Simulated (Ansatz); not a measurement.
A nudged elastic band was laid between two geometries of AlClH3N (6 atoms, charge 0, multiplicity 1).

Method: Ansatz 0.2.0, RKS B3LYP-D4/def2-SVP.

```json
{"movable images": "5", "climbing image": "yes", "spring": "5.0 eV/Å²", "optimiser": "quadratic models (default)", "start path": "through a guess of the saddle point", "force threshold": "0.2 eV/Å", "iteration limit": "60", "end points": "relaxed"}
```

Image 0:

```xyz
6
Properties=species:S:1:pos:R:3
Al 0.311 0.057 -0.023
Cl 0.523 -0.502 2.005
H 1.555 0.511 -0.866
N -1.309 -0.007 -0.720
H -2.148 -0.293 -0.223
H -1.540 0.235 -1.679
```

Image 6:

```xyz
6
Properties=species:S:1:pos:R:3
Al 0.080 0.462 -1.519
Cl 1.041 -0.298 1.600
H 2.153 0.048 1.041
N -1.590 0.024 -0.986
H -1.874 -0.297 -0.061
H -2.418 0.061 -1.582
```

Which bonds break or form, and what moves?

Bonds broken: Al1–Cl2, Al1–H3. Bonds formed: Cl2–H3. AlClH3N becomes AlH2N + ClH.

What energy profile does the band end with?

The forces met the threshold. The highest image is number 3 of 0 to 6, 70.3 kcal/mol above the first end and 11.7 kcal/mol above the last; the last end lies 58.6 kcal/mol above the first. The threshold of 0.2 eV/Å is loose, so the images may lie well off the minimum-energy path. Neighbouring images differ by up to 1.4 eV, so the band resolves the path poorly. Another band between the same ends (5 images) ends at a top of the same energy, where a vibrational analysis finds 1 clearly imaginary mode. The orbitals stay closed-shell, which can raise the energy where a bond breaks towards radicals; this wasn't checked here.

```
image  path coordinate (Å)  energy (kcal/mol)  Al1–Cl2 (Å)  Al1–H3 (Å)  Cl2–H3 (Å)
    0                 0.00                0.0         2.11        1.57        3.21
    1                 0.61                7.2         2.12        1.56        2.84
    2                 1.21               40.3         2.24        1.55        2.21
    3                 1.82               70.3         2.59        1.70        1.64
    4                 2.37               60.5         3.06        2.22        1.33
    5                 2.92               58.9         3.48        2.81        1.30
    6                 3.47               58.6         3.35        3.32        1.29
```

What is the geometry of the highest image?


```xyz
6
Properties=species:S:1:pos:R:3:forces:R:3
Al 0.322 0.311 -0.787 -0.08 0.03 -0.07
Cl 0.887 -0.438 1.627 0.01 -0.01 0.03
H 1.632 0.160 0.294 0.06 -0.02 0.07
N -1.437 0.068 -0.855 0.04 -0.02 -0.09
H -2.001 -0.329 -0.108 -0.01 -0.01 0.07
H -2.013 0.229 -1.677 -0.02 0.02 -0.01
```

Time of the run: 93 s on 1 thread of Arm Neoverse V2, with other jobs on the host, peak memory 0.12 GiB.
